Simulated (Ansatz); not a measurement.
# PBE-QIDH/6-31G(d) (spherical functions) run of CCl3F (trichlorofluoromethane)

What is the vertical singlet–triplet gap of CCl3F (trichlorofluoromethane) at PBE-QIDH/6-31G* (spherical functions)? 

Program for the calculation: Ansatz 0.2.0.

51 further runs of the same task are left out: 2 that didn't finish, 49 set aside as unsound or not needed. Runs told in other sessions of the task aren't counted.

## Step 1: The system as given

CCl3F: 5 atoms, total charge 0, spin state singlet. As SMILES, `FC(Cl)(Cl)Cl`. The coordinates come from a PBE0-D4/def2-TZVP relaxation.

Bond lengths: F1–C2 1.333 Å, C2–Cl3 1.760 Å, C2–Cl4 1.760 Å, C2–Cl5 1.760 Å. Angles: F1–C2–Cl3 108.5°, F1–C2–Cl4 108.5°, F1–C2–Cl5 108.5°, Cl3–C2–Cl4 110.4°, Cl3–C2–Cl5 110.4°, Cl4–C2–Cl5 110.4°.

## Step 2: A single-point energy at PBE-QIDH/6-31G(d) (spherical functions)

molecule.yaml

```yaml
crystal:
  periodic: [false, false, false]
  atoms:
    - symbol: F
      position_ang: [0.911880, -0.820730, 0.677360]
    - symbol: C
      position_ang: [0.044670, -0.040210, 0.033190]
    - symbol: Cl
      position_ang: [-1.384510, 0.157610, 1.040990]
    - symbol: Cl
      position_ang: [-0.379970, -0.814480, -1.489160]
    - symbol: Cl
      position_ang: [0.807920, 1.517810, -0.262390]
basis:
  gaussian: {orbitals: 6-31G_st_-spherical.json}
correlation: {frozen_orbitals: {C: 1, Cl: 5, F: 1}}
output: {orbitals: {seedname: orbitals}}
hamiltonian: {xc: {name: PBE-QIDH}}
accuracy: high
```

The basis set 6-31G* is read from a file made from the Basis Set Exchange's data (not shown).

On the command line:

```
$ ansatz run molecule.yaml --threads 1 --pin off --max-ram 3480MiB --events-out events.jsonl --progress --plain --runs-dir runs
```

The program printed:

```text
Warning: RAYON_NUM_THREADS=1 ignored (pool sized by the plan → 1); use --threads N
Functional definition: PBE-QIDH
  name "PBE-QIDH"
  parameter a = 3^(-1/3)
  parameter c = 1/3
  exchange = (1 - a)*pbe_x + a*exact_x
  correlation = (1 - c)*pbe_c + c*(mp2_os + mp2_ss)
1786 factors; integrals over basis functions are off by at most 3.3e-9 eV
mean field evaluation 1: about -41282.4766 eV, gradient 3.7e1 eV
mean field evaluation 2: about -41282.8816 eV, gradient 3.8e1 eV
mean field evaluation 4: about -41286.1620 eV, gradient 1.6e0 eV
mean field evaluation 8: about -41286.1884 eV, gradient 1.9e-1 eV
mean field evaluation 16: about -41286.1885 eV, gradient 1.3e-5 eV
mean field -41286.18851086 eV, -1517.2394429903 hartree, gradient 8.7e-8 eV, S^2 0.000000; 0 other end points of the search recorded, 0 dependent functions left out
17 core orbitals not correlated: weight in the atoms' cores, before any rotation towards them, 1.000 or more for the frozen orbitals, at most 0.000 for the correlated occupied ones
reference -41286.18851161 eV, -1517.2394430180 hartree; 16, 16 occupied and 49, 49 virtual orbitals, 1786 factors
second order -21.27076564 eV of doubles, -0.00000000 eV of singles
Total energy: -41293.27876682 eV, -1517.5000050911 hartree
```

Wall time 13 s (1 thread of Arm Neoverse V2, shared host); peak memory 0.29 GiB.

## Step 3: The triplet

in.yaml

```yaml
crystal:
  periodic: [false, false, false]
  atoms:
    - {symbol: F, position_ang: [0.911880, -0.820730, 0.677360]}
    - {symbol: C, position_ang: [0.044670, -0.040210, 0.033190]}
    - {symbol: Cl, position_ang: [-1.384510, 0.157610, 1.040990]}
    - {symbol: Cl, position_ang: [-0.379970, -0.814480, -1.489160]}
    - {symbol: Cl, position_ang: [0.807920, 1.517810, -0.262390]}
basis:
  gaussian:
    orbitals: 6-31G_st_-spherical.json
magnetization:
  spin_polarized: true
  initial_magnetization: 2
hamiltonian:
  xc: {name: PBE-QIDH}
correlation:
  frozen_orbitals: {C: 1, Cl: 5, F: 1}
accuracy: high
output:
  orbitals: {seedname: orbitals}
```

The basis set 6-31G* is read from a file made from the Basis Set Exchange's data (not shown).

On the command line:

```
$ ansatz run in.yaml --threads 1 --pin off --max-ram 3480MiB --events-out events.jsonl --progress --plain --runs-dir runs
```

The program printed, cut to the lines that bear on the results:

```text
Warning: RAYON_NUM_THREADS=1 ignored (pool sized by the plan → 1); use --threads N
[... 2 set-up lines as earlier in the session ...]
[...]
1785 factors; integrals over basis functions are off by at most 3.3e-9 eV
[...]
mean field -41279.80157717 eV, -1517.0047275064 hartree, gradient 3.5e-8 eV, S^2 2.010362; 4 other end points of the search recorded, 0 dependent functions left out
17 core orbitals not correlated: weight in the atoms' cores, before any rotation towards them, 1.000 or more for the frozen orbitals, at most 0.000 for the correlated occupied ones
reference -41279.80157793 eV, -1517.0047275346 hartree; 17, 15 occupied and 48, 50 virtual orbitals, 1785 factors
second order -20.85446993 eV of doubles, -0.00000000 eV of singles
Total energy: -41286.75306791 eV, -1517.2601900794 hartree
```

Wall time 63 s (1 thread of Arm Neoverse V2, shared host); peak memory 0.47 GiB.

## Step 4: What came out

At PBE-QIDH/6-31G* (spherical functions), 17 core orbitals frozen:

```
                                                         quantity           value
                                            singlet: total energy  -1517.50001 Eh
                       singlet: HOMO energy (SCF part's orbitals)       -11.48 eV
                       singlet: LUMO energy (SCF part's orbitals)         0.98 eV
                     singlet: HOMO–LUMO gap (SCF part's orbitals)        12.46 eV
                                            triplet: total energy  -1517.26019 Eh
triplet: HOMO energy (SCF part's orbitals) (highest over α and β)        -5.56 eV
 triplet: LUMO energy (SCF part's orbitals) (lowest over α and β)        -4.95 eV
                                                    triplet: ⟨S²⟩           2.010
                 vertical energy of the triplet above the singlet        6.526 eV
```

At this shape the triplet lies 6.53 eV (630 kJ/mol) above the singlet.
